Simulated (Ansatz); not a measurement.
Relaxed structures of B2HO, doublet (PBE0-D4/def2-TZVP; forces vanish, vibrations not checked; lower isomers may exist, and structures with a doubtful reference or unclear bonds are left out; Å). Ansatz 0.2.0; basis: def2-TZVPP; cores frozen in the correlated methods; orbitals are unrestricted.

(1) Rank them by CCSD(T) energy, lowest first, and give each one's height above the lowest. Links in brackets join atoms within 1.22 times the sum of their covalent radii (1.1 for two metals). (To be estimated.)
A.
B₂HO ([B][O][BH])
```
4
angstrom
B -0.5547 0.6449 0.0842
B 1.1468 -1.2819 0.6513
O 0.3228 -0.3557 0.2663
H -0.9148 0.9927 -1.0018
```
B.
B₂HO ([B]1[BH][O]1)
```
4
angstrom
B -0.5947 0.7376 -0.3360
B 0.3186 -0.0587 0.7060
O -0.2327 1.1670 0.9301
H -1.2621 1.2686 -1.1556
```
C.
B₂HO ([B][B][OH])
```
4
angstrom
B -0.5591 0.6253 0.0186
B 0.4628 -0.5629 0.3250
O 1.4213 -1.4267 0.5494
H 1.5207 -1.7847 1.4382
```
D.
B₂HO ([BH][B][O])
```
4
angstrom
B -0.5757 0.6574 -0.1043
B 0.4604 -0.5094 0.3468
O 1.2146 -1.3530 0.7664
H -1.0993 1.2050 -1.0089
```

The T1 diagnostic stays at or below 0.024. ⟨S²⟩ of the unrestricted Hartree–Fock references: 0.76 to 1.58 (a pure state has 0.75). The unrestricted reference is spin-contaminated, which hurts MP2 most. The program raised a doubt about the electronic state.

## Answers

(1) By the calculation: D (0.000 eV), B (0.382 eV), A (0.810 eV), C (2.842 eV). Heights count from the lowest.

For scale, one of the runs: CCSD(T)/def2-TZVPP, 107 basis functions, launched by `ansatz run in.yaml --threads 2 --pin off --events-out ev --progress --plain --max-ram 4352MiB`. The run took 19 s on 2 CPU threads of an Arm Neoverse V2 (shared host), with 0.8 GiB of host memory at its peak.
